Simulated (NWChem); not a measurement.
Correlation energy of Si2

```
Si
Si 1 2.1533
```
Charge 0, spin multiplicity 3.

Program: NWChem. All single points use one geometry, from UPBE0/def2-SVP, a minimum by its harmonic frequencies.

Basis set: def2-TZVP. Each correlation energy counts from its own Hartree-Fock reference.

The correlated methods keep 10 core orbitals frozen. This spin state was chosen for the runs; another may lie lower. The structure started from a generated list of species. The unpaired electrons of the parent sit in orbitals of symmetry ag and b2u (D2h labels of the run); other states weren't searched. No SCF solution was tested for a lower state. Open-shell Hartree-Fock references start from PBE0 orbitals. Coupled-cluster values serve here as a point of comparison, not as the truth.

| method | correlation energy (mHa) |
|---|---|
| CCSD[T] on ROHF | ___ |
| SCS-UMP2 | -173.8 |
| CCSD(T) on ROHF | -222.5 |
| CCSD(T) on UHF | -215.1 |
| CCSD on UHF | -199.9 |
| CCSD on ROHF | -205.8 |
| UMP2 | -173.8 |
| CCSD[T] on UHF | ___ |

Task: Complete the blanks.

Result: 
- CCSD[T] on ROHF, correlation energy (mHa): -222.8
- CCSD[T] on UHF, correlation energy (mHa): -215.6
